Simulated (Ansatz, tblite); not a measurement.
# PPPAs tetrahedron (AsP3): charged states by level of theory

What does removing or adding an electron cost or gain for PPPAs tetrahedron (AsP3)? Each charged state is run at several levels.

The runs use Ansatz 0.2.0, Gaussian basis; as each input shows.

The runs, in order: charge +1 doublet, at the geometry of the singlet (PBE0-D4/def2-TZVP, PBE-D4/def2-TZVP, r2SCAN-D4/def2-TZVP, CCSD(T)/def2-TZVPP); charge -1 doublet, at the geometry of the singlet (PBE0-D4/def2-TZVPD, PBE-D4/def2-TZVPD, r2SCAN-D4/def2-TZVPD); the starting singlet's energies come from earlier runs.

## Step 1: The relaxed structure

The singlet was relaxed beforehand with r2SCAN-D4/def2-SVP.

4 atoms, charge 0, spin multiplicity 1.

Atoms are counted from 1 here; the program's logs count them from 0.

Bond lengths: P1–P2 2.216 Å, P1–P3 2.216 Å, P1–As4 2.324 Å, P2–P3 2.216 Å, P2–As4 2.324 Å, P3–As4 2.324 Å. Angles: P2–P1–P3 60.0°, P2–P1–As4 61.5°, P3–P1–As4 61.5°, P1–P2–P3 60.0°, P1–P2–As4 61.5°, P3–P2–As4 61.5°, P1–P3–P2 60.0°, P1–P3–As4 61.5°, P2–P3–As4 61.5°, P1–As4–P2 57.0°, P1–As4–P3 57.0°, P2–As4–P3 57.0°.

## Step 2: Charge +1 doublet at the fixed geometry, first pass, PBE0-D4/def2-SVP

in.yaml reads:

```yaml
crystal:
  periodic: [false, false, false]
  atoms:
    - {symbol: P, position_ang: [-0.426226, -0.224638, 1.280641]}
    - {symbol: P, position_ang: [0.105888, -1.208764, -0.632305]}
    - {symbol: P, position_ang: [1.246364, 0.561569, 0.057799]}
    - {symbol: As, position_ang: [-0.926016, 0.871833, -0.706145]}
basis:
  gaussian: {orbitals: def2-SVP}
total_charge: 1
magnetization: {spin_polarized: true, initial_magnetization: 1}
hamiltonian: {xc: pbe0, dispersion: d4}
output: {orbitals: {seedname: orbitals}}
```

The run is started by

```sh
> ansatz run in.yaml --threads 4 --pin off --events-out ev --progress --plain --max-ram 3916MiB
```

What it wrote:

```text
Functional definition: PBE0
  name "PBE0"
  cite "Adamo & Barone, J. Chem. Phys. 110, 6158 (1999) doi:10.1063/1.478522"
  cite "Perdew, Burke & Ernzerhof, Phys. Rev. Lett. 77, 3865 (1996) doi:10.1103/PhysRevLett.77.3865"
  parent pbe
  parameter a = 0.25
  parameter kappa = 0.804
  parameter beta = 0.06672455060314922
  exchange = (1 - a)*pbe_x(kappa = kappa, mu = beta*pi^2/3) + a*exact_x
  correlation = pbe_c(beta = beta)
790 factors; integrals over basis functions are off by at most 6.8e-4 eV
mean field evaluation 1: about -88664.0778 eV, gradient 1.5e1 eV
mean field evaluation 2: about -88662.5325 eV, gradient 2.1e1 eV
mean field evaluation 4: about -88665.5048 eV, gradient 8.9e-1 eV
mean field evaluation 8: about -88665.5416 eV, gradient 9.1e-2 eV
mean field evaluation 16: about -88665.5421 eV, gradient 8.0e-3 eV
mean field evaluation 32: about -88665.5435 eV, gradient 8.9e-6 eV
mean field evaluation 64: about -88665.0819 eV, gradient 3.3e0 eV
mean field evaluation 96: about -88665.5317 eV, gradient 1.1e0 eV
mean field -88665.54365656 eV, -3258.3986297146 hartree, gradient 5.2e-6 eV, S^2 0.755686; 14 other end points of the search recorded, 0 dependent functions left out
reference -88665.54367641 eV, -3258.3986304439 hartree; 39, 38 occupied and 47, 48 virtual orbitals, 790 factors
Total energy: -88665.74129879 eV, -3258.4058929325 hartree
```

It took 15 s on 4 threads of Arm Neoverse V1, shared host.

From the report: HOMO -13.38 eV, LUMO -11.62 eV (over both spins); ⟨S²⟩ 0.756 (pure: 0.75).

## Step 3: Charge +1 doublet at the fixed geometry, PBE0-D4/def2-TZVP

start.molden holds the orbitals of an earlier run on this state, given as this run's starting guess.

Changes to in.yaml since step 2:

```diff
@@ -8,3 +8,3 @@
 basis:
-  gaussian: {orbitals: def2-SVP}
+  gaussian: {orbitals: def2-TZVP, initial_orbitals: start.molden}
 total_charge: 1
@@ -12,2 +12,3 @@
 hamiltonian: {xc: pbe0, dispersion: d4}
+scf: {omitted_lower_state_checks: [starts]}
 output: {orbitals: {seedname: orbitals}}
```

The command is unchanged.

What it wrote:

```text
Functional definition: PBE0
  name "PBE0"
  cite "Adamo & Barone, J. Chem. Phys. 110, 6158 (1999) doi:10.1063/1.478522"
  cite "Perdew, Burke & Ernzerhof, Phys. Rev. Lett. 77, 3865 (1996) doi:10.1103/PhysRevLett.77.3865"
  parent pbe
  parameter a = 0.25
  parameter kappa = 0.804
  parameter beta = 0.06672455060314922
  exchange = (1 - a)*pbe_x(kappa = kappa, mu = beta*pi^2/3) + a*exact_x
  correlation = pbe_c(beta = beta)
these checks for a lower state are left out or cut short: starts
1269 factors; their error is unknown
mean field evaluation 1: about -88680.3674 eV, gradient 1.2e2 eV
mean field evaluation 2: about -88682.7843 eV, gradient 3.8e0 eV
mean field evaluation 4: about -88683.1480 eV, gradient 2.8e-1 eV
mean field evaluation 8: about -88683.1484 eV, gradient 3.0e-5 eV
mean field -88683.14837838 eV, -3259.0455913085 hartree, gradient 8.0e-6 eV, S^2 0.757161; 0 other end points of the search recorded, 0 dependent functions left out
reference -88683.14840066 eV, -3259.0455921274 hartree; 39, 38 occupied and 120, 121 virtual orbitals, 1269 factors
Total energy: -88683.34602305 eV, -3259.0528546160 hartree
Checks for a lower state left out: starts
```

Run time: 12 s. Hardware: 4 threads of Arm Neoverse V1, shared host; peak memory 0.93 GiB.

Report: HOMO -13.11 eV, LUMO -11.29 eV (over both spins); ⟨S²⟩ 0.757 (pure: 0.75).

## Step 4: Charge +1 doublet at the fixed geometry, PBE-D4/def2-TZVP

Changes to in.yaml since step 3:

```diff
@@ -11,3 +11,3 @@
 magnetization: {spin_polarized: true, initial_magnetization: 1}
-hamiltonian: {xc: pbe0, dispersion: d4}
+hamiltonian: {xc: pbe, dispersion: d4}
 scf: {omitted_lower_state_checks: [starts]}
```

The command is unchanged.

What it wrote:

```text
Functional definition: PBE
  name "PBE"
  cite "Perdew, Burke & Ernzerhof, Phys. Rev. Lett. 77, 3865 (1996) doi:10.1103/PhysRevLett.77.3865"
  parent pbe
  parameter kappa = 0.804
  parameter beta = 0.06672455060314922
  exchange = pbe_x(kappa = kappa, mu = beta*pi^2/3)
  correlation = pbe_c(beta = beta)
these checks for a lower state are left out or cut short: starts
1183 factors; their error is unknown
mean field evaluation 1: about -88679.4100 eV, gradient 9.7e0 eV
mean field evaluation 2: about -88679.5260 eV, gradient 1.7e-1 eV
mean field evaluation 4: about -88679.5184 eV, gradient 4.4e-3 eV
mean field evaluation 8: about -88679.5184 eV, gradient 1.9e-5 eV
mean field -88679.51836430 eV, -3258.9121907515 hartree, gradient 8.9e-6 eV, S^2 0.753392; 0 other end points of the search recorded, 0 dependent functions left out
reference -88679.51839398 eV, -3258.9121918425 hartree; 39, 38 occupied and 120, 121 virtual orbitals, 1183 factors
Total energy: -88679.75517500 eV, -3258.9208933842 hartree
Checks for a lower state left out: starts
```

Run time: 6.5 s. Hardware: 4 threads of Arm Neoverse V1, shared host.

Report: HOMO -12.13 eV, LUMO -12.07 eV (over both spins); ⟨S²⟩ 0.753 (pure: 0.75).

## Step 5: Charge +1 doublet at the fixed geometry, r2SCAN-D4/def2-TZVP

Changes to in.yaml since step 4:

```diff
@@ -11,3 +11,3 @@
 magnetization: {spin_polarized: true, initial_magnetization: 1}
-hamiltonian: {xc: pbe, dispersion: d4}
+hamiltonian: {xc: r2scan, dispersion: d4}
 scf: {omitted_lower_state_checks: [starts]}
```

Same command.

What it wrote:

```text
Functional definition: r2SCAN
  name "r2SCAN"
  cite "Furness, Kaplan, Ning, Perdew & Sun, J. Phys. Chem. Lett. 11, 8208 (2020) doi:10.1021/acs.jpclett.0c02405"
  cite "Furness, Kaplan, Ning, Perdew & Sun, J. Phys. Chem. Lett. 11, 9248 (2020) doi:10.1021/acs.jpclett.0c03077"
  parent r2scan
  parameter k0 = 0.174
  parameter k1 = 0.065
  parameter a1 = 4.9479
  exchange = r2scan_x(k0 = k0, k1 = k1, a1 = a1)
  correlation = r2scan_c
these checks for a lower state are left out or cut short: starts
1183 factors; their error is unknown
mean field evaluation 1: about -88698.6234 eV, gradient 7.0e0 eV
mean field evaluation 2: about -88698.6741 eV, gradient 8.3e-2 eV
mean field evaluation 4: about -88698.6659 eV, gradient 2.0e-4 eV
mean field evaluation 8: about -88698.6659 eV, gradient 2.5e-5 eV
mean field -88698.66586758 eV, -3259.6158485183 hartree, gradient 6.3e-6 eV, S^2 0.759015; 0 other end points of the search recorded, 0 dependent functions left out
reference -88698.66587866 eV, -3259.6158489258 hartree; 39, 38 occupied and 120, 121 virtual orbitals, 1183 factors
Total energy: -88698.70969594 eV, -3259.6174591811 hartree
Checks for a lower state left out: starts
```

It took 18 s on 4 threads of Arm Neoverse V1, shared host.

Report: HOMO -12.39 eV, LUMO -12.02 eV (over both spins); ⟨S²⟩ 0.759 (pure: 0.75).

## Step 6: Charge +1 doublet at the fixed geometry, CCSD(T)/def2-TZVPP

Changes to in.yaml since step 5:

```diff
@@ -8,7 +8,7 @@
 basis:
-  gaussian: {orbitals: def2-TZVP, initial_orbitals: start.molden}
+  gaussian: {orbitals: def2-TZVPP, initial_orbitals: start.molden}
 total_charge: 1
 magnetization: {spin_polarized: true, initial_magnetization: 1}
-hamiltonian: {xc: r2scan, dispersion: d4}
-scf: {omitted_lower_state_checks: [starts]}
+correlation: {method: ccsd_t}
+scf: {omitted_lower_state_checks: [starts, cluster_reference]}
 output: {orbitals: {seedname: orbitals}}
```

Same command.

What it wrote (excerpt; [...] marks lines left out):

```text
Functional definition: HF
  name "HF"
  cite "Fock, Z. Phys. 61, 126 (1930) doi:10.1007/BF01340294"
  parent pbe
[...]
1089 factors; integrals over basis functions are off by at most 6.4e-4 eV
[...]
mean field -88605.11107530 eV, -3256.1777733158 hartree, gradient 7.5e-6 eV, S^2 0.779245; 0 other end points of the search recorded, 0 dependent functions left out
24 core orbitals not correlated: weight in the atoms' cores, before any rotation towards them, 1.000 or more for the frozen orbitals, at most 0.000 for the correlated occupied ones
reference -88605.11107530 eV, -3256.1777733158 hartree; 15, 14 occupied and 135, 136 virtual orbitals, 1089 factors
second order -18.12572397 eV of doubles, -0.00000000 eV of singles
cycle   1  -17.57505338 eV  change    5.5e-1 eV  update   1.5e-1
[...]
cycle  17  -18.43101047 eV  change    9.1e-6 eV  update   2.6e-5
perturbative correction -1.28384390 eV, -0.0471803931 hartree
Total energy: -88624.82592967 eV, -3256.9022808508 hartree
Checks for a lower state left out: starts, cluster_reference
```

Wall time 2.3 min (4 threads of Arm Neoverse V1, shared host); peak memory 3.3 GiB.

Hartree-Fock HOMO -15.05 eV, LUMO -7.66 eV (over both spins); ⟨S²⟩ 0.779 (pure: 0.75); T1 0.028.

## Step 7: Vertical ionisation energy

Charged state less starting state, singlet to doublet; the starting state's energies are those of its earlier runs.

| method | vertical ionisation energy (eV) | from CCSD(T)/def2-TZVPP (eV) | time |
| --- | --- | --- | --- |
| HF/def2-TZVPP | 8.50 | -0.86 |  |
| PBE-D4/def2-TZVP | 9.25 | -0.11 | 7.9 s |
| r2SCAN-D4/def2-TZVP | 9.37 | +0.01 | 22 s |
| PBE0-D4/def2-TZVP | 9.35 | -0.01 | 14 s |
| MP2/def2-TZVPP | 9.56 | +0.20 |  |
| CCSD/def2-TZVPP | 9.31 | -0.05 |  |
| CCSD(T)/def2-TZVPP | 9.36 | 0 | 2.8 min |

Times add the two runs; a level without a time comes out of a correlated run.

Beside −ε(HOMO) of the starting state:

| level | −ε(HOMO) (eV) | by difference (eV) | mismatch (eV) |
| --- | --- | --- | --- |
| PBE-D4/def2-TZVP | 6.41 | 9.25 | -2.84 |
| r2SCAN-D4/def2-TZVP | 6.68 | 9.37 | -2.69 |
| PBE0-D4/def2-TZVP | 7.39 | 9.35 | -1.96 |

## Step 8: Charge -1 doublet at the fixed geometry, first pass, PBE0-D4/def2-SVP

Changes to in.yaml since step 6:

```diff
@@ -8,7 +8,6 @@
 basis:
-  gaussian: {orbitals: def2-TZVPP, initial_orbitals: start.molden}
-total_charge: 1
+  gaussian: {orbitals: def2-SVP}
+total_charge: -1
 magnetization: {spin_polarized: true, initial_magnetization: 1}
-correlation: {method: ccsd_t}
-scf: {omitted_lower_state_checks: [starts, cluster_reference]}
+hamiltonian: {xc: pbe0, dispersion: d4}
 output: {orbitals: {seedname: orbitals}}
```

The command is unchanged.

What it wrote (excerpt; [...] marks lines left out):

```text
Functional definition: PBE0
  name "PBE0"
  cite "Adamo & Barone, J. Chem. Phys. 110, 6158 (1999) doi:10.1063/1.478522"
  cite "Perdew, Burke & Ernzerhof, Phys. Rev. Lett. 77, 3865 (1996) doi:10.1103/PhysRevLett.77.3865"
  parent pbe
[...]
790 factors; integrals over basis functions are off by at most 6.8e-4 eV
[...]
mean field -88674.19736150 eV, -3258.7166475053 hartree, gradient 3.3e-6 eV, S^2 0.758084; 8 other end points of the search recorded, 0 dependent functions left out
reference -88674.19738014 eV, -3258.7166481904 hartree; 40, 39 occupied and 46, 47 virtual orbitals, 790 factors
Total energy: -88674.41839932 eV, -3258.7247704954 hartree
```

It took 16 s on 4 threads of Arm Neoverse V1, shared host.

HOMO 2.85 eV, LUMO 4.40 eV (over both spins); ⟨S²⟩ 0.758 (pure: 0.75). Doubts: highest occupied level lies above zero.

## Step 9: Charge -1 doublet at the fixed geometry, PBE0-D4/def2-TZVPD

Changes to in.yaml since step 8:

```diff
@@ -8,3 +8,3 @@
 basis:
-  gaussian: {orbitals: def2-SVP}
+  gaussian: {orbitals: def2-TZVPD, initial_orbitals: start.molden}
 total_charge: -1
@@ -12,2 +12,3 @@
 hamiltonian: {xc: pbe0, dispersion: d4}
+scf: {omitted_lower_state_checks: [starts]}
 output: {orbitals: {seedname: orbitals}}
```

Launched as before.

What it wrote (excerpt; [...] marks lines left out):

```text
Functional definition: PBE0
  name "PBE0"
  cite "Adamo & Barone, J. Chem. Phys. 110, 6158 (1999) doi:10.1063/1.478522"
  cite "Perdew, Burke & Ernzerhof, Phys. Rev. Lett. 77, 3865 (1996) doi:10.1103/PhysRevLett.77.3865"
  parent pbe
[...]
1313 factors; their error is unknown
[...]
mean field -88692.02904811 eV, -3259.3719499015 hartree, gradient 4.6e-6 eV, S^2 0.753744; 0 other end points of the search recorded, 0 dependent functions left out
reference -88692.02907468 eV, -3259.3719508781 hartree; 40, 39 occupied and 143, 144 virtual orbitals, 1313 factors
Total energy: -88692.25009386 eV, -3259.3800731831 hartree
Checks for a lower state left out: starts
```

Run time: 30 s. Hardware: 4 threads of Arm Neoverse V1, shared host; peak memory 1.2 GiB.

HOMO 1.89 eV, LUMO 3.20 eV (over both spins); ⟨S²⟩ 0.754 (pure: 0.75). Doubts: highest occupied level lies above zero.

## Step 10: Charge -1 doublet at the fixed geometry, PBE-D4/def2-TZVPD

Changes to in.yaml since step 9:

```diff
@@ -11,3 +11,3 @@
 magnetization: {spin_polarized: true, initial_magnetization: 1}
-hamiltonian: {xc: pbe0, dispersion: d4}
+hamiltonian: {xc: pbe, dispersion: d4}
 scf: {omitted_lower_state_checks: [starts]}
```

Launched as before.

What it wrote:

```text
Functional definition: PBE
  name "PBE"
  cite "Perdew, Burke & Ernzerhof, Phys. Rev. Lett. 77, 3865 (1996) doi:10.1103/PhysRevLett.77.3865"
  parent pbe
  parameter kappa = 0.804
  parameter beta = 0.06672455060314922
  exchange = pbe_x(kappa = kappa, mu = beta*pi^2/3)
  correlation = pbe_c(beta = beta)
these checks for a lower state are left out or cut short: starts
1232 factors; their error is unknown
mean field evaluation 1: about -88688.2924 eV, gradient 9.7e0 eV
mean field evaluation 2: about -88688.4118 eV, gradient 2.1e-1 eV
mean field evaluation 4: about -88688.4378 eV, gradient 8.1e-3 eV
mean field evaluation 8: about -88688.4095 eV, gradient 5.0e-5 eV
mean field evaluation 16: about -88688.4095 eV, gradient 6.3e-6 eV
mean field -88688.40949060 eV, -3259.2389336163 hartree, gradient 6.3e-6 eV, S^2 0.751296; 0 other end points of the search recorded, 0 dependent functions left out
reference -88688.40952612 eV, -3259.2389349219 hartree; 40, 39 occupied and 143, 144 virtual orbitals, 1232 factors
Total energy: -88688.67434260 eV, -3259.2486667481 hartree
Checks for a lower state left out: starts
```

It took 11 s on 4 threads of Arm Neoverse V1, shared host.

HOMO 2.31 eV, LUMO 2.50 eV (over both spins); ⟨S²⟩ 0.751 (pure: 0.75). Doubts: highest occupied level lies above zero.

## Step 11: Charge -1 doublet at the fixed geometry, r2SCAN-D4/def2-TZVPD

Changes to in.yaml since step 10:

```diff
@@ -11,3 +11,3 @@
 magnetization: {spin_polarized: true, initial_magnetization: 1}
-hamiltonian: {xc: pbe, dispersion: d4}
+hamiltonian: {xc: r2scan, dispersion: d4}
 scf: {omitted_lower_state_checks: [starts]}
```

Same command.

What it wrote (excerpt; [...] marks lines left out):

```text
Functional definition: r2SCAN
  name "r2SCAN"
  cite "Furness, Kaplan, Ning, Perdew & Sun, J. Phys. Chem. Lett. 11, 8208 (2020) doi:10.1021/acs.jpclett.0c02405"
  cite "Furness, Kaplan, Ning, Perdew & Sun, J. Phys. Chem. Lett. 11, 9248 (2020) doi:10.1021/acs.jpclett.0c03077"
  parent r2scan
[...]
1232 factors; their error is unknown
[...]
mean field -88707.61362717 eV, -3259.9446726186 hartree, gradient 7.2e-6 eV, S^2 0.755075; 0 other end points of the search recorded, 0 dependent functions left out
reference -88707.61364401 eV, -3259.9446732373 hartree; 40, 39 occupied and 143, 144 virtual orbitals, 1232 factors
Total energy: -88707.66265214 eV, -3259.9464742528 hartree
Checks for a lower state left out: starts
```

Wall time 36 s (4 threads of Arm Neoverse V1, shared host); peak memory 0.58 GiB.

From the report: HOMO 2.22 eV, LUMO 2.60 eV (over both spins); ⟨S²⟩ 0.755 (pure: 0.75). Doubts: highest occupied level lies above zero.

## Step 12: Vertical electron affinity

Starting state less charged state (positive: the electron is bound), singlet to doublet; the starting state's energies are those of its earlier runs.

| level | vertical electron affinity (eV) | time |
| --- | --- | --- |
| PBE-D4/def2-TZVPD | -0.37 | 13 s |
| r2SCAN-D4/def2-TZVPD | -0.45 | 40 s |
| PBE0-D4/def2-TZVPD | -0.48 | 33 s |

Times add the two runs; a level without a time comes out of a correlated run.

Beside −ε(LUMO) of the starting state:

| level | −ε(LUMO) (eV) | by difference (eV) | mismatch (eV) |
| --- | --- | --- | --- |
| PBE-D4/def2-TZVPD | 1.82 | -0.37 | +2.18 |
| r2SCAN-D4/def2-TZVPD | 1.68 | -0.45 | +2.13 |
| PBE0-D4/def2-TZVPD | 1.05 | -0.48 | +1.53 |

## Step 13: What came out

| quantity | value |
| --- | --- |
| vertical ionisation energy, functionals in def2-TZVP | 9.25 (PBE-D4) to 9.37 eV (r2SCAN-D4) |
| vertical ionisation energy, CCSD(T)/def2-TZVPP | 9.36 eV |
| vertical electron affinity, functionals in def2-TZVPD | -0.48 (PBE0-D4) to -0.37 eV (PBE-D4) |

**Reading.** The vertical ionisation energy spans 9.25 to 9.37 eV over the functionals, beside 9.36 eV from CCSD(T)/def2-TZVPP. −ε(HOMO) misses the level's own difference by -1.96 eV at best (PBE0-D4) and -2.84 eV at worst (PBE-D4). The reference is CCSD(T) in one finite basis, so it carries an error of its own, often a tenth of an eV or more, and near misses can't be ranked. The vertical electron affinity spans -0.48 to -0.37 eV over the functionals. A negative affinity means an unbound electron, held by the basis alone. −ε(LUMO) misses the level's own difference by +1.53 eV at best (PBE0-D4) and +2.18 eV at worst (PBE-D4).
